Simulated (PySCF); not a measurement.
Gas-phase reaction: 6 SiH₂F₂ → 2 SiF₃ + F₂ + 4 SiH₃F

Computed with PySCF and rigid-rotor harmonic-oscillator thermochemistry at 1 bar. 'Table' is the NASA 1993 thermochemical table (part measured, part estimated). After a fit of one offset per element over all species, the range-separated, M06-2X, PBE0/def2-QZVP and CCSD(T)/def2-TZVPP enthalpies, where run, lie to one side of the table for SiH₂F₂ (+16 kJ/mol), SiF₃ (+99 kJ/mol), SiH₃F (+16 kJ/mol): a fault of the table's entry, another state or a shared error of the levels is possible; this was not checked at source. † marks an energy on the PBE0/def2-TZVP geometry and frequencies; other levels use their own. MP2 and CCSD(T) freeze the core. 6-31G* has spherical d functions here. Open shells (unrestricted): SiF₃ (multiplicity 2); the rest are closed-shell singlets. B3LYP is the form with VWN-RPA correlation. For this reaction the table lies outside the span of B3LYP, CCSD(T), M06-2X, MP2, PBE0, r2SCAN, ωB97M-V, ωB97X-V in their largest bases here; which side is off was not settled. MP2 isn't extrapolated to the basis-set limit; its ΔH°(298 K) is 1191.9 kJ in def2-SVP and 1246.2 kJ in def2-TZVPP. CCSD(T) isn't extrapolated to the basis-set limit; its ΔH°(298 K) is 1155.3 kJ in def2-SVP and 1209.3 kJ in def2-TZVPP. The harmonic model lacks anharmonicity and excited electronic states, which grow with temperature; levels with a mode under 35 cm⁻¹ are left out. The table's entry may be an old estimate for SiH₂F₂, SiF₃, SiH₃F (not checked at source).

```csv
level,"ΔH°(298 K), kJ",minus table,"ΔG°(1800 K), kJ"
table,1067.8,-,799.7
B3LYP/6-31G*,1149.5,81.7,880.7
BLYP/def2-TZVP†,1125.5,57.7,862.9
CCSD(T)/def2-TZVPP†,1209.3,141.5,946.6
MP2/def2-SVP†,1191.9,124.1,929.3
PBE/def2-SVP,1087.2,19.4,823.2
PBE0/def2-SVP†,1133.5,65.7,870.9
ωB97M-V/def2-TZVP†,1217.3,149.5,954.6
```
